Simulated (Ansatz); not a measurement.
# How far each method lies from UCCSDT(Q) for HB–CH₂, triplet

Geometry: displaced at random from a stationary point.

```yaml
atoms:
  - { symbol: B, position_ang: [0.0845, -0.1627, 0.8186] }
  - { symbol: C, position_ang: [-0.0804, 0.0814, -0.6623] }
  - { symbol: H, position_ang: [-0.0038, 0.6237, 1.6983] }
  - { symbol: H, position_ang: [0.0793, 0.9870, -1.1049] }
  - { symbol: H, position_ang: [-0.0237, -0.8345, -1.4818] }
```

Basis cc-pVDZ; Ansatz 0.2.0. Correlated methods freeze the noble-gas cores, which leaves 10 electrons in 41 orbitals. R marks a restricted (for open shells ROHF) determinant, U an unrestricted one.

Full CI isn't at hand for all of this; UCCSDT(Q) serves as the reference, and is uncertain by about the last step of the cluster series. The frozen core follows each run's orbitals, which can shift R against U totals by a few meV.

For open shells CISD is restricted-active-space CI with the open shells as a complete middle space.

* UHF ⟨S²⟩: 2.008
* T1 diagnostic (RCCSD): 0.0157
* largest doubles amplitude (RCCSD): 0.022
* T1 diagnostic (UCCSD): 0.0136

```csv
level,E − E(UCCSDT(Q)) (mEh),share of correlation (%),wall time
RHF,218.46,0.00,–
UHF,215.11,1.54,–
RMP2,38.72,82.28,–
UMP2,39.05,82.12,–
CISD,18.56,91.50,5.5 s
RCCSD,6.11,97.20,–
UCCSD,6.05,97.23,–
RCCSD(T),1.09,99.50,6 s
UCCSD(T),1.07,99.51,5.5 s
BCCD(T),1.09,99.50,6.5 s
RCCSDT,0.26,99.88,–
UCCSDT,0.24,99.89,–
RCCSDT(Q),0.03,99.99,1.9 min
```

The correlation energy at UCCSDT(Q), counted from RHF, is -5.945 eV. That run took 1.7 min on 1 thread of AMD EPYC, shared host.

Times hold each run's SCF and search for its determinant on a shared host, so for small cases they say little of a method's own cost; they ran on 1 thread of AMD EPYC.
